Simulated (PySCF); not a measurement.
Match the calculated data to a structure.

All candidates are CHNS.

* Dipole: 2.14 D [wB97X-D/def2-SVPD]
* Triplet: lowest triplet excitation (Tamm–Dancoff): 4.33 eV [TDA wB97X-D/def2-SVPD]
* Polarisability: 40.5 au [wB97X-D/def2-SVPD]
* UV, first state: lowest singlet excitation: 4.61 eV (269 nm, f = 0.000) [TDDFT wB97X-D/def2-SVPD]
* Rotational structure: rotational constants A, B, C: 1249.397, 6.004, 5.975 GHz [GFN2-xTB]
* UV, strongest line: among the 8 lowest singlet transitions: S6 at 7.79 eV (159 nm, f = 0.745) [TDDFT wB97X-D/def2-SVPD]

The electronic properties come from PySCF, for the isolated species, density fitting. Levels stand in brackets. Geometry: GFN2-xTB; no solvent, vibrations or thermal averaging.

Question: Which candidate is it?
A. `N=C=S` (isothiocyanic acid)
B. `[C-]#[N+]S` (isothiofulminic acid)
C. `N#CS` (thiocyanic acid)

Answer: A. It is `N=C=S`. Numbering: `[NH:1]=[C:2]=[S:3]`. Its formula, CHNS, gives 2 degrees of unsaturation: 0 rings and 2 π bonds in the structure found. The optimised geometry has point group Cs and is an asymmetric top.

The others, at the same levels:
- `[C-]#[N+]S` fails: its computed lowest singlet excitation is 5.14 eV (241 nm, f = 0.000) (against 4.61 eV), lowest triplet excitation (Tamm–Dancoff) is 4.58 eV (against 4.33 eV) and strongest line among the 8 lowest singlet transitions is S6 at 8.09 eV (153 nm, f = 0.095) (against S6 at 7.79 eV).
- `N#CS` (thiocyanic acid) fails: its computed lowest singlet excitation is 5.69 eV (218 nm, f = 0.000) (against 4.61 eV), lowest triplet excitation (Tamm–Dancoff) is 5.33 eV (against 4.33 eV) and strongest line among the 8 lowest singlet transitions is S6 at 8.67 eV (143 nm, f = 0.148) (against S6 at 7.79 eV).
